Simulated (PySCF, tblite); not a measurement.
# C4H5FO: bond homolysis, EPR parameters

Aim: compute the bond homolysis, EPR parameters of C4H5FO (`F[C@H]1CC=CO1`).

Programs: tblite 0.8.0 and PySCF 2.14.0, with routines of our own; each step states its level. All values are computed. Atoms count from 0.

### Step 1. The system as given

11 atoms, charge 0, multiplicity 1; geometry from: start built from the parent or by distance geometry.

### Step 2. Optimising the geometry with GFN2-xTB

The job: settings as JSON, then the geometry in Å.

```
{"job": {"kind": "relax", "xc": "GFN2-xTB", "basis": "xTB"}, "charge": 0, "multiplicity": 1}
F      1.890200    -0.611100    -0.774500
C      1.071000    -0.260800     0.262200
C      0.234800     0.925700    -0.082100
C     -1.097600     0.299300    -0.338200
C     -1.008700    -0.989100     0.070200
O      0.208200    -1.396600     0.532200
H      1.724200    -0.076100     1.140200
H      0.151900     1.650900     0.750400
H      0.603900     1.442600    -0.973100
H     -1.988900     0.768100    -0.693800
H     -1.778200    -1.747600     0.054500
```

Started as:

```
OMP_NUM_THREADS=1 python redox_run.py task.json out
```

One launch serves the whole session: the jobs run in the order shown.

Standard output:

```text
step      E/eV     max force
  0    -541.21385    2.213
  1    -541.32157    1.349
  2    -541.34615    0.575
  3    -541.35516    0.272
  4    -541.36106    0.184
  5    -541.36462    0.157
  6    -541.36673    0.138
  7    -541.36816    0.106
  8    -541.36920    0.090
  9    -541.36981    0.058
 10    -541.37016    0.045
 11    -541.37042    0.041
 12    -541.37064    0.051
 13    -541.37081    0.042
 14    -541.37095    0.026
 15    -541.37106    0.028
 16    -541.37115    0.027
 17    -541.37122    0.024
 18    -541.37130    0.025
 19    -541.37139    0.027
 20    -541.37150    0.031
 21    -541.37158    0.026
 22    -541.37165    0.027
 23    -541.37172    0.029
 24    -541.37181    0.031
 25    -541.37189    0.025
 26    -541.37196    0.021
 27    -541.37202    0.018
 28    -541.37206    0.019
 29    -541.37210    0.017
 30    -541.37214    0.016
 31    -541.37217    0.014
 32    -541.37220    0.016
 33    -541.37222    0.017
 34    -541.37224    0.011
 35    -541.37225    0.010
```

It took 0.44 s on 1 thread of Intel Xeon at 2.50GHz, shared host.

Relaxation path: (not every step is listed)

| step | energy from step 0 (eV) | largest force (eV/Å) |
| --- | --- | --- |
| 0 | 0.0000 | 2.2126 |
| 1 | -0.1077 | 1.3494 |
| 2 | -0.1323 | 0.5752 |
| 3 | -0.1413 | 0.2719 |
| 4 | -0.1472 | 0.1835 |
| 5 | -0.1508 | 0.1573 |
| 6 | -0.1529 | 0.1379 |
| 7 | -0.1543 | 0.1060 |
| 8 | -0.1553 | 0.0903 |
| 10 | -0.1563 | 0.0446 |
| 12 | -0.1568 | 0.0514 |
| 14 | -0.1571 | 0.0263 |
| 16 | -0.1573 | 0.0266 |
| 18 | -0.1575 | 0.0245 |
| 20 | -0.1576 | 0.0308 |
| 22 | -0.1578 | 0.0273 |
| 24 | -0.1580 | 0.0307 |
| 26 | -0.1581 | 0.0212 |
| 28 | -0.1582 | 0.0192 |
| 30 | -0.1583 | 0.0161 |
| 31 | -0.1583 | 0.0141 |
| 32 | -0.1584 | 0.0161 |
| 33 | -0.1584 | 0.0169 |
| 34 | -0.1584 | 0.0107 |
| 35 | -0.1584 | 0.0099 |

Close pairs (by a distance rule), those that changed most:

| bond | before (Å) | after (Å) | change (Å) |
| --- | --- | --- | --- |
| C1–O5 | 1.452 | 1.391 | -0.061 |
| C1–C2 | 1.492 | 1.537 | +0.045 |
| C3–C4 | 1.354 | 1.324 | -0.031 |
| C2–H7 | 1.107 | 1.091 | -0.016 |
| F0–C1 | 1.367 | 1.383 | +0.016 |
| C1–H6 | 1.110 | 1.096 | -0.013 |
| C4–O5 | 1.364 | 1.374 | +0.010 |
| C2–C3 | 1.494 | 1.503 | +0.009 |

The end geometry stands in the next job.

### Step 3. Harmonic vibrations with GFN2-xTB

The job: settings as JSON, then the geometry in Å.

```
{"job": {"kind": "ir", "xc": "GFN2-xTB", "basis": "xTB"}, "charge": 0, "multiplicity": 1}
F      1.919977    -0.583957    -0.752395
C      1.070265    -0.271905     0.292669
C      0.207919     0.941711    -0.089926
C     -1.128119     0.284892    -0.297570
C     -1.028870    -0.989887     0.044758
O      0.217519    -1.351158     0.497445
H      1.721483    -0.136995     1.164341
H      0.181272     1.690460     0.703238
H      0.596777     1.406186    -0.996574
H     -1.993094     0.796832    -0.664674
H     -1.754280    -1.780837     0.046761
```

Standard output:

```text
mode    cm-1     km/mol
  1     126.2      1.51
  2     379.6      4.70
  3     414.1      7.51
  4     508.4     14.47
  5     741.0     18.34
  6     753.4      3.39
  7     802.5      3.05
  8     821.2      1.49
  9     868.5     48.35
 10     974.2     72.46
 11     984.8     75.21
 12    1008.4     63.04
 13    1065.6     22.00
 14    1078.7     27.38
 15    1111.0     54.25
 16    1125.9     30.98
 17    1199.8      0.33
 18    1257.8     37.09
 19    1282.4     51.29
 20    1297.5     15.43
 21    1444.2      6.07
 22    1679.4     59.56
 23    2927.3     33.29
 24    2975.8     24.92
 25    3000.3     10.57
 26    3155.5      4.51
 27    3189.7     10.97
ZPE 216.364  H(298)-E 232.082  G(298)-E 141.638 kJ/mol  S 303.35 J/(mol K)
```

Run time: 0.87 s. Hardware: 1 thread of Intel Xeon at 2.50GHz, shared host.

Which atoms move in the most intense modes:

| cm⁻¹ | km/mol | atoms |
| --- | --- | --- |
| 868 | 48.4 | C2 23 %, F0 20 %, H7 17 %, H10 14 % |
| 974 | 72.5 | C1 56 %, O5 13 % |
| 985 | 75.2 | H9 31 %, C2 16 %, H6 10 % |
| 1008 | 63.0 | C1 25 %, C2 20 %, H8 17 %, H7 16 % |
| 1111 | 54.2 | H10 29 %, O5 28 %, H9 14 %, C4 13 % |
| 1258 | 37.1 | C2 31 %, H7 28 %, H8 19 % |
| 1282 | 51.3 | H6 34 %, C1 17 %, C3 11 % |
| 1679 | 59.6 | C4 47 %, C3 46 % |

### Step 4. Single point (C4H5FO): M06-2X/def2-TZVP

Geometry: GFN2-xTB.

The job, as its differences from that of step 3:

```diff
@@ -1,2 +1,2 @@
-{"job": {"kind": "ir", "xc": "GFN2-xTB", "basis": "xTB"}, "charge": 0, "multiplicity": 1}
+{"job": {"kind": "sp", "xc": "M06-2X", "basis": "def2-TZVP", "grid": 3}, "charge": 0, "multiplicity": 1}
 F      1.919977    -0.583957    -0.752395
```

Standard output:

```text
coarse grid: 43560 points
cycle   1  E = -330.3868559107  dE =  1.235e+00  |g| = 6.841e-01  |ddm| = 2.613e+00
cycle   2  E = -330.3797698684  dE =  7.086e-03  |g| = 7.809e-01  |ddm| = 7.914e-01
cycle   3  E = -330.4737658498  dE = -9.400e-02  |g| = 5.303e-02  |ddm| = 4.049e-01
cycle   4  E = -330.4741492253  dE = -3.834e-04  |g| = 2.917e-02  |ddm| = 5.646e-02
cycle   5  E = -330.4743222243  dE = -1.730e-04  |g| = 1.041e-02  |ddm| = 2.722e-02
cycle   6  E = -330.4743467785  dE = -2.455e-05  |g| = 3.140e-03  |ddm| = 9.088e-03
cycle   7  E = -330.4743488364  dE = -2.058e-06  |g| = 6.167e-04  |ddm| = 2.461e-03
final grid: 133856 points
cycle   8  E = -330.4752877953  dE = -1.016e-05  |g| = 1.931e-03  |ddm| = 1.759e-02
cycle   9  E = -330.4752876741  dE =  1.212e-07  |g| = 2.283e-03  |ddm| = 2.621e-03
cycle  10  E = -330.4752884616  dE = -7.875e-07  |g| = 2.199e-04  |ddm| = 1.481e-03
cycle  11  E = -330.4752884698  dE = -8.221e-09  |g| = 1.579e-04  |ddm| = 3.117e-04
cycle  12  E = -330.4752884749  dE = -5.098e-09  |g| = 2.517e-05  |ddm| = 1.117e-04
converged SCF energy = -330.4752884749
```

It took 61 s on 1 thread of Intel Xeon at 2.50GHz, shared host.

### Step 5. Optimising the geometry with GFN2-xTB

This step treats C₄H₄FO radical, labelled `F[C@H]1C[C]=CO1` (the label fixes atoms and charge, not where charge and spin sit).

The job: settings as JSON, then the geometry in Å.

```
{"job": {"kind": "relax", "xc": "GFN2-xTB", "basis": "xTB"}, "charge": 0, "multiplicity": 2}
F      1.936200    -0.590100    -0.757700
C      1.059500    -0.263300     0.269700
C      0.225400     0.934100    -0.086700
C     -1.130600     0.299500    -0.318200
C     -1.032100    -0.993700     0.056100
O      0.206500    -1.352900     0.488700
H      1.721900    -0.131200     1.153300
H      0.192700     1.699500     0.708300
H      0.605800     1.399300    -0.997800
H     -1.763600    -1.783500     0.052100
```

Standard output:

```text
step      E/eV     max force
  0    -524.38754    2.539
  1    -524.48758    1.551
  2    -524.50631    0.544
  3    -524.51152    0.209
  4    -524.51483    0.184
  5    -524.51676    0.160
  6    -524.51739    0.075
  7    -524.51770    0.045
  8    -524.51794    0.061
  9    -524.51809    0.043
 10    -524.51814    0.022
 11    -524.51818    0.020
 12    -524.51822    0.031
 13    -524.51827    0.032
 14    -524.51832    0.027
 15    -524.51835    0.021
 16    -524.51839    0.024
 17    -524.51843    0.031
 18    -524.51848    0.022
 19    -524.51851    0.022
 20    -524.51854    0.021
 21    -524.51856    0.019
 22    -524.51858    0.015
 23    -524.51860    0.010
 24    -524.51861    0.011
 25    -524.51862    0.009
```

Wall time 0.29 s (1 thread of Intel Xeon at 2.50GHz, shared host).

The steps of the relaxation:

| step | energy from step 0 (eV) | largest force (eV/Å) |
| --- | --- | --- |
| 0 | 0.0000 | 2.5393 |
| 1 | -0.1000 | 1.5512 |
| 2 | -0.1188 | 0.5439 |
| 3 | -0.1240 | 0.2089 |
| 4 | -0.1273 | 0.1836 |
| 5 | -0.1292 | 0.1604 |
| 6 | -0.1299 | 0.0753 |
| 7 | -0.1302 | 0.0448 |
| 8 | -0.1304 | 0.0614 |
| 9 | -0.1306 | 0.0425 |
| 10 | -0.1306 | 0.0218 |
| 11 | -0.1306 | 0.0195 |
| 12 | -0.1307 | 0.0313 |
| 13 | -0.1307 | 0.0324 |
| 14 | -0.1308 | 0.0266 |
| 15 | -0.1308 | 0.0207 |
| 16 | -0.1309 | 0.0236 |
| 17 | -0.1309 | 0.0306 |
| 18 | -0.1309 | 0.0222 |
| 19 | -0.1310 | 0.0223 |
| 20 | -0.1310 | 0.0206 |
| 21 | -0.1310 | 0.0186 |
| 22 | -0.1310 | 0.0153 |
| 23 | -0.1311 | 0.0098 |
| 24 | -0.1311 | 0.0110 |
| 25 | -0.1311 | 0.0095 |

Close pairs (by a distance rule), those that changed most:

| bond | before (Å) | after (Å) | change (Å) |
| --- | --- | --- | --- |
| C1–C2 | 1.502 | 1.553 | +0.050 |
| C3–C4 | 1.350 | 1.311 | -0.038 |
| C4–O5 | 1.360 | 1.395 | +0.035 |
| C2–C3 | 1.515 | 1.480 | -0.035 |
| C1–H6 | 1.112 | 1.096 | -0.016 |
| C2–H7 | 1.104 | 1.090 | -0.014 |
| F0–C1 | 1.390 | 1.376 | -0.014 |
| C4–H9 | 1.077 | 1.070 | -0.007 |

The end geometry stands in the next job.

### Step 6. Infrared spectrum with GFN2-xTB

The job: settings as JSON, then the geometry in Å.

```
{"job": {"kind": "ir", "xc": "GFN2-xTB", "basis": "xTB"}, "charge": 0, "multiplicity": 2}
F      1.924663    -0.579564    -0.752438
C      1.073701    -0.278255     0.285932
C      0.213646     0.956474    -0.096410
C     -1.091866     0.279408    -0.264918
C     -1.046079    -0.995765     0.038103
O      0.222503    -1.364814     0.486728
H      1.713925    -0.135699     1.163851
H      0.199290     1.711245     0.689742
H      0.590574     1.400413    -1.017610
H     -1.778648    -1.775624     0.034711
```

Standard output:

```text
mode    cm-1     km/mol
  1     122.7      2.04
  2     303.4     16.17
  3     402.6      8.35
  4     485.3     12.60
  5     710.6     14.21
  6     767.4      0.79
  7     781.2      7.26
  8     856.8     39.37
  9     946.2     45.95
 10     988.4    121.80
 11    1001.9     71.01
 12    1036.3     29.22
 13    1066.8      7.14
 14    1105.7     41.02
 15    1145.9     15.01
 16    1215.5     54.56
 17    1251.5     24.54
 18    1284.8     16.79
 19    1432.5      8.45
 20    1681.9     31.38
 21    2931.2     28.66
 22    2986.5     16.00
 23    3002.9      7.04
 24    3187.7      1.44
ZPE 183.602  H(298)-E 199.479  G(298)-E 107.061 kJ/mol  S 309.97 J/(mol K)
```

Wall time 0.88 s (1 thread of Intel Xeon at 2.50GHz, shared host).

Which atoms move in the most intense modes:

| cm⁻¹ | km/mol | atoms |
| --- | --- | --- |
| 857 | 39.4 | C2 27 %, H7 20 %, F0 16 %, C1 14 % |
| 946 | 46.0 | C1 40 %, C4 13 % |
| 988 | 121.8 | O5 24 %, C4 16 %, H6 15 %, C1 13 % |
| 1002 | 71.0 | C1 29 %, H8 20 %, C2 17 %, H7 12 % |
| 1036 | 29.2 | C1 37 %, O5 24 % |
| 1106 | 41.0 | H8 37 %, H7 33 %, C1 18 % |
| 1216 | 54.6 | H7 24 %, H6 21 %, H8 20 %, C2 16 % |
| 1682 | 31.4 | C3 51 %, C4 45 % |

### Step 7. Single point (C4H4FO radical, F[C@H]1C[C]=CO1): M06-2X/def2-TZVP

Geometry: GFN2-xTB.

The job, as its differences from that of step 6:

```diff
@@ -1,2 +1,2 @@
-{"job": {"kind": "ir", "xc": "GFN2-xTB", "basis": "xTB"}, "charge": 0, "multiplicity": 2}
+{"job": {"kind": "sp", "xc": "M06-2X", "basis": "def2-TZVP", "grid": 3}, "charge": 0, "multiplicity": 2}
 F      1.924663    -0.579564    -0.752438
```

Standard output:

```text
coarse grid: 41088 points
cycle   1  E = -329.6774821287  dE =  1.251e+00  |g| = 4.919e-01  |ddm| = 1.805e+00
cycle   2  E = -329.6655629939  dE =  1.192e-02  |g| = 5.907e-01  |ddm| = 5.834e-01
cycle   3  E = -329.7759276623  dE = -1.104e-01  |g| = 4.925e-02  |ddm| = 2.941e-01
cycle   4  E = -329.7774190201  dE = -1.491e-03  |g| = 3.629e-02  |ddm| = 7.094e-02
cycle   5  E = -329.7782463764  dE = -8.274e-04  |g| = 1.394e-02  |ddm| = 3.484e-02
cycle   6  E = -329.7784790121  dE = -2.326e-04  |g| = 6.150e-03  |ddm| = 2.346e-02
cycle   7  E = -329.7785452945  dE = -6.628e-05  |g| = 3.368e-03  |ddm| = 1.271e-02
cycle   8  E = -329.7785782005  dE = -3.291e-05  |g| = 1.753e-03  |ddm| = 9.660e-03
cycle   9  E = -329.7785936838  dE = -1.548e-05  |g| = 1.142e-03  |ddm| = 8.032e-03
cycle  10  E = -329.7785980068  dE = -4.323e-06  |g| = 6.161e-04  |ddm| = 3.997e-03
final grid: 124048 points
cycle  11  E = -329.7794680158  dE = -1.070e-05  |g| = 9.881e-04  |ddm| = 1.266e-02
cycle  12  E = -329.7794687171  dE = -7.014e-07  |g| = 8.422e-04  |ddm| = 1.730e-03
cycle  13  E = -329.7794691041  dE = -3.870e-07  |g| = 2.948e-04  |ddm| = 7.926e-04
cycle  14  E = -329.7794693727  dE = -2.685e-07  |g| = 2.193e-04  |ddm| = 7.979e-04
cycle  15  E = -329.7794695280  dE = -1.553e-07  |g| = 1.421e-04  |ddm| = 6.086e-04
cycle  16  E = -329.7794697170  dE = -1.891e-07  |g| = 6.793e-05  |ddm| = 1.354e-03
cycle  17  E = -329.7794697336  dE = -1.656e-08  |g| = 2.829e-05  |ddm| = 3.797e-04
cycle  18  E = -329.7794697360  dE = -2.392e-09  |g| = 1.029e-05  |ddm| = 1.546e-04
converged SCF energy = -329.7794697360
```

Wall time 2.5 min (1 thread of Intel Xeon at 2.50GHz, shared host); peak memory 0.7 GiB.

### Step 8. Single point (H radical): M06-2X/def2-TZVP

Geometry: atom.

The job: settings as JSON, then the geometry in Å.

```
{"job": {"kind": "sp", "xc": "M06-2X", "basis": "def2-TZVP", "grid": 3}, "charge": 0, "multiplicity": 2}
H      0.000000     0.000000     0.000000
```

Standard output:

```text
coarse grid: 2472 points
cycle   1  E = -0.4933159011  dE = -9.784e-02  |g| = 6.321e-02  |ddm| = 3.884e-01
cycle   2  E = -0.4979412210  dE = -4.625e-03  |g| = 1.231e-02  |ddm| = 1.107e-01
cycle   3  E = -0.4981358863  dE = -1.947e-04  |g| = 2.569e-03  |ddm| = 3.175e-02
cycle   4  E = -0.4981476994  dE = -1.181e-05  |g| = 8.618e-05  |ddm| = 9.436e-03
cycle   5  E = -0.4981477027  dE = -3.280e-09  |g| = 4.679e-06  |ddm| = 6.463e-05
final grid: 9808 points
cycle   6  E = -0.4981477249  dE = -1.254e-11  |g| = 3.318e-07  |ddm| = 3.618e-06
converged SCF energy = -0.4981477249
```

Wall time 0.25 s (1 thread of Intel Xeon at 2.50GHz, shared host).

### Step 9. Relaxing the molecule with GFN2-xTB

This step treats C4H5O radical, labelled `[CH]1CC=CO1` (the label fixes atoms and charge, not where charge and spin sit).

The job: settings as JSON, then the geometry in Å.

```
{"job": {"kind": "relax", "xc": "GFN2-xTB", "basis": "xTB"}, "charge": 0, "multiplicity": 2}
C      1.086500    -0.278000     0.287400
C      0.197200     0.950400    -0.112900
C     -1.110700     0.277300    -0.294400
C     -1.031400    -0.975300     0.024200
O      0.214300    -1.355000     0.508800
H      1.710500    -0.138700     1.155600
H      0.181700     1.696300     0.692200
H      0.608200     1.415200    -0.991500
H     -1.984100     0.790000    -0.665900
H     -1.763600    -1.783500     0.052100
```

Standard output:

```text
step      E/eV     max force
  0    -410.23361    3.356
  1    -410.36746    2.521
  2    -410.44804    0.919
  3    -410.47182    0.493
  4    -410.48861    0.440
  5    -410.50188    0.289
  6    -410.50818    0.282
  7    -410.51649    0.244
  8    -410.52509    0.306
  9    -410.53182    0.284
 10    -410.53617    0.174
 11    -410.53911    0.173
 12    -410.54168    0.159
 13    -410.54339    0.099
 14    -410.54420    0.060
 15    -410.54470    0.054
 16    -410.54514    0.057
 17    -410.54550    0.051
 18    -410.54581    0.054
 19    -410.54609    0.053
 20    -410.54633    0.048
 21    -410.54650    0.032
 22    -410.54662    0.032
 23    -410.54674    0.035
 24    -410.54691    0.040
 25    -410.54710    0.049
 26    -410.54731    0.049
 27    -410.54751    0.041
 28    -410.54763    0.027
 29    -410.54769    0.015
 30    -410.54771    0.009
```

Run time: 0.34 s. Hardware: 1 thread of Intel Xeon at 2.50GHz, shared host.

Along the way:

| step | energy from step 0 (eV) | largest force (eV/Å) |
| --- | --- | --- |
| 0 | 0.0000 | 3.3564 |
| 1 | -0.1338 | 2.5207 |
| 2 | -0.2144 | 0.9191 |
| 3 | -0.2382 | 0.4930 |
| 4 | -0.2550 | 0.4401 |
| 5 | -0.2683 | 0.2887 |
| 6 | -0.2746 | 0.2823 |
| 7 | -0.2829 | 0.2439 |
| 8 | -0.2915 | 0.3062 |
| 9 | -0.2982 | 0.2845 |
| 10 | -0.3026 | 0.1745 |
| 11 | -0.3055 | 0.1728 |
| 12 | -0.3081 | 0.1586 |
| 13 | -0.3098 | 0.0989 |
| 14 | -0.3106 | 0.0603 |
| 15 | -0.3111 | 0.0540 |
| 16 | -0.3115 | 0.0566 |
| 17 | -0.3119 | 0.0512 |
| 18 | -0.3122 | 0.0538 |
| 19 | -0.3125 | 0.0531 |
| 20 | -0.3127 | 0.0483 |
| 21 | -0.3129 | 0.0322 |
| 22 | -0.3130 | 0.0320 |
| 23 | -0.3131 | 0.0348 |
| 24 | -0.3133 | 0.0401 |
| 25 | -0.3135 | 0.0488 |
| 26 | -0.3137 | 0.0491 |
| 27 | -0.3139 | 0.0412 |
| 28 | -0.3140 | 0.0270 |
| 29 | -0.3141 | 0.0151 |
| 30 | -0.3141 | 0.0087 |

Distances of close pairs at the start and the end, largest changes first:

| bond | before (Å) | after (Å) | change (Å) |
| --- | --- | --- | --- |
| C0–C1 | 1.568 | 1.486 | -0.082 |
| C2–C3 | 1.295 | 1.339 | +0.044 |
| C0–O4 | 1.403 | 1.361 | -0.043 |
| C3–O4 | 1.390 | 1.351 | -0.039 |
| C1–H7 | 1.076 | 1.102 | +0.026 |
| C1–C2 | 1.482 | 1.501 | +0.019 |
| C3–H9 | 1.091 | 1.074 | -0.017 |
| C0–H5 | 1.078 | 1.068 | -0.010 |

The final coordinates are the input of the step that follows.

### Step 10. Vibrational analysis with GFN2-xTB

The job: settings as JSON, then the geometry in Å.

```
{"job": {"kind": "ir", "xc": "GFN2-xTB", "basis": "xTB"}, "charge": 0, "multiplicity": 2}
C      0.960242    -0.213387     0.472852
C      0.194975     0.948793    -0.049074
C     -1.123111     0.283718    -0.317827
C     -1.032359    -1.001253     0.047966
O      0.182378    -1.327880     0.540393
H      1.907319    -0.239033     0.966053
H      0.113404     1.779131     0.672555
H      0.640855     1.384495    -0.957181
H     -1.978700     0.777258    -0.730482
H     -1.756365    -1.793233     0.010156
```

Standard output:

```text
mode    cm-1     km/mol
  1     171.5     37.93
  2     313.7      0.39
  3     500.0     11.11
  4     731.7      9.79
  5     750.4      3.20
  6     805.7      3.65
  7     810.7      8.75
  8     920.5      0.25
  9     980.1     56.52
 10    1004.9     13.19
 11    1043.8      1.39
 12    1061.3     24.41
 13    1092.2      4.73
 14    1163.7      3.09
 15    1234.6      5.12
 16    1255.9     33.01
 17    1300.0     66.59
 18    1446.2      4.38
 19    1586.6     40.13
 20    2760.4     37.61
 21    2841.8     49.84
 22    3151.1      9.07
 23    3182.9     15.93
 24    3197.1      8.25
ZPE 199.219  H(298)-E 214.020  G(298)-E 126.129 kJ/mol  S 294.79 J/(mol K)
```

Wall time 0.69 s (1 thread of Intel Xeon at 2.50GHz, shared host).

The strongest bands and the atoms that carry them (share of the mass-weighted mode):

| cm⁻¹ | km/mol | atoms |
| --- | --- | --- |
| 172 | 37.9 | H5 61 %, C0 31 % |
| 980 | 56.5 | H8 27 %, H5 12 %, C1 12 %, C2 11 % |
| 1061 | 24.4 | C3 19 %, H5 18 %, C1 12 %, C2 11 % |
| 1256 | 33.0 | C1 40 %, H7 19 %, H6 18 % |
| 1300 | 66.6 | C0 26 %, H9 14 %, H5 13 % |
| 1587 | 40.1 | C2 47 %, C3 44 % |
| 2760 | 37.6 | H6 59 %, H7 32 % |
| 2842 | 49.8 | H7 62 %, H6 34 % |

### Step 11. Single point (F radical): M06-2X/def2-TZVP

Geometry: atom.

The job: settings as JSON, then the geometry in Å.

```
{"job": {"kind": "sp", "xc": "M06-2X", "basis": "def2-TZVP", "grid": 3}, "charge": 0, "multiplicity": 2}
F      0.000000     0.000000     0.000000
```

Standard output:

```text
coarse grid: 5304 points
cycle   1  E = -99.7281313430  dE = -1.695e-01  |g| = 1.341e-01  |ddm| = 4.739e-01
cycle   2  E = -99.7322633994  dE = -4.132e-03  |g| = 6.370e-02  |ddm| = 6.876e-02
cycle   3  E = -99.7332133656  dE = -9.500e-04  |g| = 1.933e-02  |ddm| = 3.113e-02
cycle   4  E = -99.7333328043  dE = -1.194e-04  |g| = 2.374e-03  |ddm| = 9.114e-03
cycle   5  E = -99.7333370524  dE = -4.248e-06  |g| = 3.490e-04  |ddm| = 2.483e-03
final grid: 14264 points
cycle   6  E = -99.7337002628  dE = -9.660e-07  |g| = 3.633e-04  |ddm| = 9.721e-04
cycle   7  E = -99.7337003883  dE = -1.254e-07  |g| = 1.740e-04  |ddm| = 3.074e-04
cycle   8  E = -99.7337004669  dE = -7.865e-08  |g| = 1.377e-04  |ddm| = 2.730e-04
cycle   9  E = -99.7337005115  dE = -4.456e-08  |g| = 1.180e-04  |ddm| = 1.568e-04
cycle  10  E = -99.7337005626  dE = -5.110e-08  |g| = 1.182e-04  |ddm| = 1.812e-04
cycle  11  E = -99.7336998444  dE =  7.181e-07  |g| = 1.151e-04  |ddm| = 2.577e-03
cycle  12  E = -99.7336926804  dE =  7.164e-06  |g| = 1.000e-03  |ddm| = 4.645e-02
cycle  13  E = -99.7336953180  dE = -2.638e-06  |g| = 2.561e-03  |ddm| = 2.743e-02
cycle  14  E = -99.7336942625  dE =  1.055e-06  |g| = 2.135e-03  |ddm| = 6.456e-03
cycle  15  E = -99.7336933728  dE =  8.897e-07  |g| = 1.689e-03  |ddm| = 7.331e-03
cycle  16  E = -99.7336931778  dE =  1.951e-07  |g| = 1.774e-03  |ddm| = 7.766e-04
cycle  17  E = -99.7336929117  dE =  2.661e-07  |g| = 2.560e-04  |ddm| = 1.425e-02
cycle  18  E = -99.7336929283  dE = -1.659e-08  |g| = 3.344e-05  |ddm| = 2.912e-03
cycle  19  E = -99.7336929279  dE =  3.803e-10  |g| = 5.772e-05  |ddm| = 1.608e-05
converged SCF energy = -99.7336929279
```

Wall time 2.2 s (1 thread of Intel Xeon at 2.50GHz, shared host).

[end of part 1 of 3]
